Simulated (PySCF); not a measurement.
**Basis set benchmark on one molecule**

Molecule: (CH3)2PPF2 (CP(C)P(F)F, C$_{2}$H$_{6}$F$_{2}$P$_{2}$).

Mapped SMILES: `[CH3:1][P:2]([CH3:3])[P:4]([F:5])[F:6]` (H(Xn): hydrogen on atom n).

Geometry PBE0-D3(BJ)/def2-SVP throughout; GIAO in PySCF, gas phase, one conformer, non-relativistic; equivalent atoms averaged; functional PBE0.

Reference values (measured; solution; George Maxwell Hunter, The Preparation and Properties of Some Difluorophosphites, PhD thesis, University of Edinburgh, 1981): δ(P4) = 294.0 ppm vs 85 % H3PO4, δ(P2) = -54.0 ppm vs 85 % H3PO4. Computed shifts are taken against H3PO4, calculated as an isolated molecule at each level.

Q: How do the basis sets pcSseg-0, cc-pVDZ, aug-cc-pVDZ, cc-pVTZ, IGLO-III, pcSseg-2 perform against the reference? Times are CPU seconds on 1 thread of an Arm Neoverse V1, shared host.

A: 
```csv
basis set,functions,P4,P2,mean abs. error P,core-s
pcSseg-0,74,297.7,-124.9,37.3,5.6
cc-pVDZ,122,302.4,-55.2,4.8,11
aug-cc-pVDZ,200,284.0,-63.1,9.6,21
cc-pVTZ,272,291.9,-83.9,16.0,34
IGLO-III,288,316.0,-74.2,21.1,37
pcSseg-2,314,313.8,-73.7,19.8,43
```

For 31P the closest is cc-pVDZ (4.8 ppm) and the furthest pcSseg-0 (37.3 ppm). Where a smaller basis beats a larger one, errors probably cancel; the largest sets show where the functional converges. One molecule is a small sample, and vibrational and solvent effects are absent from the calculation.

A small basis that lands close on one nucleus may do so by chance; judge by the trend and by all nuclei.
